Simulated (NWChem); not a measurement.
**Lowest excitation of methylamine (CH₅N)**

```
C
H 1 1.1017
H 1 1.1017 2 106.33
H 1 1.1109 2 107.02 3 114.13
N 1 1.4464 2 109.84 3 -118.80
H 5 1.0177 1 110.59 2 -63.08
H 5 1.0177 6 106.10 1 119.97
```
Charge 0, spin multiplicity 1.

All runs are NWChem calculations. All single points use one geometry, from PBE0/def2-SVP, a minimum by its harmonic frequencies.

Basis set: def2-SVPD.

Relative cost: rough, from shared machines, SCF included, CIS = 1.

The correlated methods keep 2 core orbitals frozen. B3LYP has NWChem's definition, with VWN1-RPA local correlation. Coupled-cluster values serve here as a point of comparison, not as the truth.

```tsv
method	lowest vertical singlet excitation energy (eV)	relative cost
EOM-CCSD	___	4
TD-BHandHLYP	___	under 3
CIS	___	1
TD-B3LYP	___	under 3
TD-PBE	5.54	under 3
```

Fill in the missing entries.


- EOM-CCSD, lowest vertical singlet excitation energy (eV): 6.45
- TD-BHandHLYP, lowest vertical singlet excitation energy (eV): 6.61
- CIS, lowest vertical singlet excitation energy (eV): 7.53
- TD-B3LYP, lowest vertical singlet excitation energy (eV): 5.97
